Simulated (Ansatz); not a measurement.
# One structure, 3 elements: TiOs, ZrOs, HfOs

Plane-wave DFT in Ansatz with scalar-relativistic PAW potentials, cutoff 420 eV, Γ-centred meshes chosen by cell and gap, Gaussian smearing with energies taken to zero width. Every cell was relaxed (cell and atoms) in a run of its own, within the symmetry of its start. Functional: LDA.

All members share space group Pm-3m and the same sites; only the element on one set of sites changes (Ti, Zr, Hf). Members needn't be the stable form of their composition. Energies over the elements, where given, are against the elements' standard states in the same functional (H₂, N₂, O₂ and halogens uncorrected, Hg as a solid). The first member:

Space group Pm-3m (No. 221). a = 3.040 Å, b = 3.040 Å, c = 3.040 Å, α = 90.00°, β = 90.00°, γ = 90.00°
```tsv
atom	site	symmetry	x	y	z
Ti	1b	m-3m	0.5000	0.5000	0.5000
Os	1a	m-3m	0.0000	0.0000	0.0000
```

| compound | V (Å³/atom) | a (Å) | energy over elements (eV/atom) |
| --- | --- | --- | --- |
| TiOs | 14.05 | 3.040 | -0.723 |
| HfOs | 16.39 | 3.200 | -0.663 |

Q: Predict the member with Zr.

A: V (Å³/atom) 16.80, a (Å) 3.227, energy over elements (eV/atom) -0.538. Interpolating linearly in period between Ti and Hf would give 15.22 Å³/atom (9.4 % too small), with -0.693 eV/atom over the elements. Over the whole series the volume has no steady trend down the group (least for Ti); all are metallic on the mesh; binding against the elements is strongest for Ti. Hf is no larger than Zr here (16.39 against 16.80 Å³/atom), as one expects from the lanthanide contraction and relativistic shrinking of 6s.

Spin-orbit coupling is left out, which matters for the bands of heavy elements.